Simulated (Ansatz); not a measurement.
Ansatz (a program for electronic structure) input (MP2/6-31G*):

Ansatz 0.2 input:
```yaml
crystal:
  periodic: [false, false, false]
  atoms:
    - {symbol: C, position_ang: [0.05642585, 0.73130304, -0.13077437]}
    - {symbol: C, position_ang: [1.52312736, 0.67639230, 0.04806753]}
    - {symbol: Cl, position_ang: [-0.86834479, -0.70435064, 0.04930713]}
    - {symbol: H, position_ang: [-0.46096356, 1.53945918, -0.62387398]}
    - {symbol: H, position_ang: [1.93775869, 1.68571894, 0.03825061]}
    - {symbol: H, position_ang: [1.79264150, 0.19872643, 0.99385005]}
    - {symbol: H, position_ang: [2.01510562, 0.10388438, -0.75020696]}
basis:
  gaussian:
    orbitals: 6-31G*
magnetization: {spin_polarized: true, initial_magnetization: 1}
correlation: {method: mp2, electrons: outside_noble_gas}
relax: {f_tol: 0.003, max_steps: 120}
```

From the last part of the output:

```
mean field -14626.20157029 eV, -537.5029937128 hartree, gradient 2.5e-6 eV, S^2 0.764122; 0 other end points of the search recorded, 0 dependent functions left out
7 core orbitals not correlated
reference -14626.20157029 eV, -537.5029937128 hartree; 10, 9 occupied and 40, 41 virtual orbitals, 654 factors
densities: 0.12 GiB planned
second order -10.00635489 eV of doubles, -0.00000000 eV of singles
the calculation of the forces begins
relax step   5: F+E_penalty+E_count = -14636.20792518 eV  Δ(F+E_penalty+E_count) = -2.249e-4 eV  max|allowed force component| = 2.403e-2 eV/Å  Δτ_max = 0.0172 Å  (36 SCF iters, accepted)
these checks for a lower state are left out or cut short: starts, cluster_reference, orbital_swaps, neighbouring_geometries, increment
integrals: 0.02 GiB planned
654 factors; integrals over basis functions are off by at most 4.0e-4 eV
mean field: 0.17 GiB planned
mean field evaluation 64: about -14626.2019 eV, gradient 5.1e-6 eV
mean field -14626.20187507 eV, -537.5030049131 hartree, gradient 5.1e-6 eV, S^2 0.764118; 0 other end points of the search recorded, 0 dependent functions left out
7 core orbitals not correlated
reference -14626.20187507 eV, -537.5030049131 hartree; 10, 9 occupied and 40, 41 virtual orbitals, 654 factors
densities: 0.12 GiB planned
second order -10.00609598 eV of doubles, -0.00000000 eV of singles
the calculation of the forces begins
relax step   6: F+E_penalty+E_count = -14636.20797105 eV  Δ(F+E_penalty+E_count) = -4.587e-5 eV  max|allowed force component| = 8.567e-3 eV/Å  Δτ_max = 0.0092 Å  (33 SCF iters, accepted)
these checks for a lower state are left out or cut short: starts, cluster_reference, orbital_swaps, neighbouring_geometries, increment
integrals: 0.02 GiB planned
654 factors; integrals over basis functions are off by at most 4.0e-4 eV
mean field: 0.17 GiB planned
mean field -14626.20179653 eV, -537.5030020268 hartree, gradient 2.7e-6 eV, S^2 0.764111; 0 other end points of the search recorded, 0 dependent functions left out
7 core orbitals not correlated
reference -14626.20179653 eV, -537.5030020268 hartree; 10, 9 occupied and 40, 41 virtual orbitals, 654 factors
densities: 0.12 GiB planned
second order -10.00617721 eV of doubles, -0.00000000 eV of singles
the calculation of the forces begins
relax step   7: F+E_penalty+E_count = -14636.20797374 eV  Δ(F+E_penalty+E_count) = -2.692e-6 eV  max|allowed force component| = 1.186e-3 eV/Å  Δτ_max = 0.0005 Å  (31 SCF iters, accepted)
these checks for a lower state are left out or cut short: cluster_reference
integrals: 0.02 GiB planned
654 factors; integrals over basis functions are off by at most 4.0e-4 eV
mean field: 0.17 GiB planned
mean field -14626.20179653 eV, -537.5030020268 hartree, gradient 2.7e-6 eV, S^2 0.764111; 1 other end points of the search recorded, 0 dependent functions left out
7 core orbitals not correlated
reference -14626.20179653 eV, -537.5030020268 hartree; 10, 9 occupied and 40, 41 virtual orbitals, 654 factors
densities: 0.12 GiB planned
second order -10.00617721 eV of doubles, -0.00000000 eV of singles
the calculation of the forces begins
Total energy: -14636.20797374 eV, -537.8707222569 hartree
Atom 0 at     0.046454     0.749677    -0.092939 Å, force    -0.000770    -0.001186     0.000480 eV/Å
Atom 1 at     1.523307     0.678923     0.053937 Å, force     0.000285    -0.000056    -0.000192 eV/Å
Atom 2 at    -0.865713    -0.697280     0.078950 Å, force     0.000502     0.000959    -0.000182 eV/Å
Atom 3 at    -0.438902     1.507964    -0.693350 Å, force    -0.000244     0.000240    -0.000248 eV/Å
Atom 4 at     1.938929     1.689506     0.075971 Å, force     0.000045    -0.000377    -0.000046 eV/Å
Atom 5 at     1.798758     0.166482     0.979701 Å, force     0.000111     0.000146    -0.000357 eV/Å
Atom 6 at     1.992918     0.135862    -0.777650 Å, force     0.000071     0.000274     0.000546 eV/Å
Dipole moment:     0.245025     0.229419    -0.093099 e Å
Checks for a lower state left out: cluster_reference
```
